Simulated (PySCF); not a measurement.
CH2O, SMILES C=O. Atoms are numbered in the order given.

```xyz
4

C      0.0000     0.0000    -0.5246
O      0.0000     0.0000     0.6712
H      0.0000     0.9404    -1.1112
H      0.0000    -0.9404    -1.1112
```
Charge 0, spin multiplicity 1.

Geometry: PBE0-D3(BJ)/def2-TZVPD.

These are TDA-PBE/def2-TZVPD (PySCF) values and carry that method's errors.

Vertical excitations.  State labels are in the subgroup C2v.

```json
[
 {"state": "S1", "symmetry": "A2", "energy (eV)": "3.91", "λ (nm)": "317", "f": "0.000", "main pairs": "HOMO→LUMO 100 %"},
 {"state": "S2", "symmetry": "B2", "energy (eV)": "6.17", "λ (nm)": "201", "f": "0.033", "main pairs": "HOMO→LUMO+1 100 %"},
 {"state": "S3", "symmetry": "A1", "energy (eV)": "7.41", "λ (nm)": "167", "f": "0.075", "main pairs": "HOMO→LUMO+2 99 %"},
 {"state": "S4", "symmetry": "B2", "energy (eV)": "7.51", "λ (nm)": "165", "f": "0.047", "main pairs": "HOMO→LUMO+3 99 %"},
 {"state": "S5", "symmetry": "A2", "energy (eV)": "8.00", "λ (nm)": "155", "f": "0.000", "main pairs": "HOMO→LUMO+4 100 %"},
 {"state": "S6", "symmetry": "B2", "energy (eV)": "8.67", "λ (nm)": "143", "f": "0.017", "main pairs": "HOMO→LUMO+5 96 %"},
 {"state": "S7", "symmetry": "B1", "energy (eV)": "9.01", "λ (nm)": "138", "f": "0.001", "main pairs": "HOMO−2→LUMO 98 %"},
 {"state": "S8", "symmetry": "B2", "energy (eV)": "9.20", "λ (nm)": "135", "f": "0.024", "main pairs": "HOMO→LUMO+6 95 %"},
 {"state": "S9", "symmetry": "A1", "energy (eV)": "9.25", "λ (nm)": "134", "f": "0.002", "main pairs": "HOMO→LUMO+7 77 %, HOMO−1→LUMO 21 %"},
 {"state": "S10", "symmetry": "A2", "energy (eV)": "9.86", "λ (nm)": "126", "f": "0.000", "main pairs": "HOMO−3→LUMO 100 %"},
 {"state": "T1", "symmetry": "A2", "energy (eV)": "3.20", "λ (nm)": "387", "f": "0", "main pairs": "HOMO→LUMO 100 %"},
 {"state": "T2", "symmetry": "B2", "energy (eV)": "5.94", "λ (nm)": "209", "f": "0", "main pairs": "HOMO→LUMO+1 99 %"},
 {"state": "T3", "symmetry": "A1", "energy (eV)": "6.18", "λ (nm)": "201", "f": "0", "main pairs": "HOMO−1→LUMO 99 %"},
 {"state": "T4", "symmetry": "A1", "energy (eV)": "7.18", "λ (nm)": "173", "f": "0", "main pairs": "HOMO→LUMO+2 100 %"}
]
```
Triplets are in the Tamm–Dancoff approximation.
